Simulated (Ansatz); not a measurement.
# BH4 (doublet): wave-function methods side by side at distance B1–H4 along a hydrogen transfer = 1.412 Å, cc-pVTZ

How much of the correlation energy of BH4 (doublet) does each wave-function method recover here?

Method: cc-pVTZ, core rule «outside noble gas», up to 1 orbitals frozen; program: Ansatz 0.2.0, Gaussian basis.

To be run: UHF; CCSD(T) on ROHF; CCSD(T) on UHF; BCCD(T) on ROHF; CCSDT(Q) on ROHF; CCSDT(Q) on UHF; CASSCF and MRCISD+Q, 3 electrons in 3 orbitals; CASSCF and NEVPT2, 3 electrons in 3 orbitals; CASSCF and MRCISD+Q, 7 electrons in 8 orbitals; CASSCF and MRCISD+Q(relaxed), 7 electrons in 8 orbitals; CASSCF and NEVPT2, 7 electrons in 8 orbitals.

3 further runs of the same task are left out: 3 for a known fault of the program.

### Step 1. What is computed

The geometry derives from fragments relaxed apart (PBE0/def2-TZVP) and kept rigid, so it is no stationary point. A hydrogen atom is moved between rigid fragments.

5 atoms, charge 0, spin multiplicity 2.

Atoms are counted from 1 here; the program's logs count them from 0.

Bond lengths: B1–H2 1.193 Å, B1–H3 1.193 Å, B1–H4 1.412 Å. Angles: H2–B1–H3 120.0°, H2–B1–H4 120.0°, H3–B1–H4 120.0°.

As a file:

```csv
atom,x (Å),y (Å),z (Å)
B1,-0.18115,0.00000,0.00000
H2,-0.77788,1.03357,0.00000
H3,-0.77788,-1.03357,0.00000
H4,1.23085,0.00000,0.00000
H5,2.26785,0.00000,0.00000
```

### Step 2. UHF

in.yaml reads:

```yaml
crystal:
  periodic: [false, false, false]
  atoms:
    - {symbol: B, position_ang: [-0.181146, 0.000000, 0.000000]}
    - {symbol: H, position_ang: [-0.777880, 1.033571, 0.000000]}
    - {symbol: H, position_ang: [-0.777880, -1.033571, 0.000000]}
    - {symbol: H, position_ang: [1.230854, 0.000000, 0.000000]}
    - {symbol: H, position_ang: [2.267854, 0.000000, 0.000000]}
basis:
  gaussian: {orbitals: cc-pVTZ}
magnetization: {spin_polarized: true, initial_magnetization: 1}
hamiltonian: {xc: hf}
output: {orbitals: {seedname: orbitals}}
```

The run is started by

```console
$ ansatz run in.yaml --threads 1 --pin off --events-out ev --progress --plain --max-ram 4096MiB --backend cpu
```

After this run come: CCSD(T) on ROHF; CCSD(T) on UHF; BCCD(T) on ROHF; CCSDT(Q) on ROHF; CCSDT(Q) on UHF; CASSCF and MRCISD+Q, 3 electrons in 3 orbitals; CASSCF and NEVPT2, 3 electrons in 3 orbitals; CASSCF and MRCISD+Q, 7 electrons in 8 orbitals; CASSCF and MRCISD+Q(relaxed), 7 electrons in 8 orbitals; CASSCF and NEVPT2, 7 electrons in 8 orbitals.

**Question.** What will the summary of the whole plan be? Wanted: UCCSDT(Q) below the RHF energy; RMP2 from UCCSDT(Q); UMP2 from UCCSDT(Q); RCCSD from UCCSDT(Q); RCCSD(T) from UCCSDT(Q); UCCSD(T) from UCCSDT(Q); RCCSDT(Q) from UCCSDT(Q); NEVPT2 pair from UCCSDT(Q); MRCISD+Q pair from UCCSDT(Q).

**Answer**, as computed:

```
                         quantity                                                                                                               value
   UCCSDT(Q) below the RHF energy                                                                                                          -4.3675 eV
              RMP2 from UCCSDT(Q)                                                                                                          +812.7 meV
              UMP2 from UCCSDT(Q)                                                                                                          +830.7 meV
             RCCSD from UCCSDT(Q)                                                                                                          +112.1 meV
          RCCSD(T) from UCCSDT(Q)                                                                                                           +18.2 meV
          UCCSD(T) from UCCSDT(Q)                                                                                                           +18.8 meV
         RCCSDT(Q) from UCCSDT(Q)                                                                                                            +0.2 meV
       NEVPT2 pair from UCCSDT(Q)                                                                                                          +781.3 meV
     MRCISD+Q pair from UCCSDT(Q)                                                                                                           +10.9 meV
    NEVPT2 valence from UCCSDT(Q)                                                                                                          +693.0 meV
levels within 1 kcal/mol (43 meV)  RCCSD(T), UCCSD(T), BCCD(T), RCCSDT, UCCSDT, RCCSDT(Q), MRCISD+Q pair, MRCISD+Q valence, MRCISD+Q(relaxed) valence
                    T1 diagnostic                                                                                                               0.026
   effectively unpaired electrons                                                                                                                1.01
```

In words: RCCSD(T) lands +18.2 meV from the yardstick (0.4 % of the correlation energy). One determinant dominates. Of the multireference levels listed MRCISD+Q pair comes nearest in total energy (+10.9 meV), which doesn't show that its space is the better one. These misses are within one basis, not against nature; the frozen cores of restricted and unrestricted runs differ, which can shift their rows.
